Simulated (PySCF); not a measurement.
Molecule: SMILES C=COC(C)=O, C₄H₆O₂.

Atom-mapped SMILES (the numbers label the heavy atoms): `[CH2:1]=[CH:2][O:3][C:4]([CH3:5])=[O:6]`. Hydrogens are named by the atom that carries them. Ha(C1) is cis to O3; Hb(C1) is trans to O3.

Geometry PBE0-D3(BJ)/def2-SVP throughout; GIAO in PySCF 2.14, gas phase, one conformer, non-relativistic; equivalent atoms averaged; basis pcSseg-2.

(1) How do the shifts δ (against TMS, H2O at the same level) depend on the functional? (a selection of nuclei; ppm; last column core-seconds on shared hosts with different chips, so compare them loosely)

(2) Which nucleus among those listed moves most, in ppm?

Results:

(1) 
```tsv
functional	kind	C4	C2	C1	C5	O6	O3	H(C2)	Ha(C1)	Hb(C1)	core-s
HF	Hartree–Fock	177.1	150.8	101.6	21.8	418.5	200.7	7.82	5.06	4.65	21
LDA	LDA	175.7	155.5	105.0	20.9	444.4	292.2	8.06	5.07	4.72	38
PBE	GGA	171.2	150.6	99.9	21.1	429.4	278.9	8.01	4.95	4.58	48
BLYP	GGA	172.2	151.0	99.2	21.4	429.7	278.1	8.00	4.92	4.51	48
BP86	GGA	170.9	150.3	99.7	21.4	425.9	275.9	8.00	4.94	4.57	44
OPBE	GGA	165.2	145.7	96.7	20.9	414.7	268.2	7.98	4.91	4.59	46
KT2	GGA	163.7	143.0	92.4	19.9	403.9	264.3	7.95	4.81	4.40	47
KT3	GGA	162.3	141.6	91.4	20.2	400.4	260.0	7.92	4.78	4.39	48
B97-D	GGA	167.5	146.7	96.5	21.2	412.1	266.3	7.98	4.88	4.50	47
B3LYP	global hybrid	175.4	152.4	101.4	21.7	433.9	262.3	7.95	4.97	4.58	35
PBE0	global hybrid	174.8	152.0	102.0	21.6	433.5	258.8	7.95	5.00	4.65	35
mPW1PW91	global hybrid	175.1	152.2	102.2	21.8	433.7	257.9	7.94	4.99	4.64	35
WP04	global hybrid	176.4	152.5	102.6	23.1	422.5	254.6	7.70	4.81	4.49	58
B97-2	global hybrid	171.8	149.3	99.6	21.6	421.7	254.1	7.92	4.95	4.59	51
BHandHLYP	global hybrid	178.0	153.0	102.8	21.9	434.0	239.1	7.89	5.02	4.64	54
CAM-B3LYP	range-separated hybrid	179.1	154.9	104.1	22.2	437.5	253.0	7.97	5.06	4.66	57
wB97X-D	range-separated hybrid	176.9	153.2	103.3	22.4	433.5	249.2	7.94	5.04	4.68	53
LC-wPBE	range-separated hybrid	181.5	157.2	107.8	23.3	434.7	242.3	7.97	5.14	4.80	77
```

(2) O3 (ester alkoxy oxygen): from 200.7 ppm with HF to 292.2 ppm with LDA. The smallest spread is 0.36 ppm, at H(C2). Proton shifts span only some 12 ppm, so a few tenths of a ppm matter as much there as several ppm in carbon.
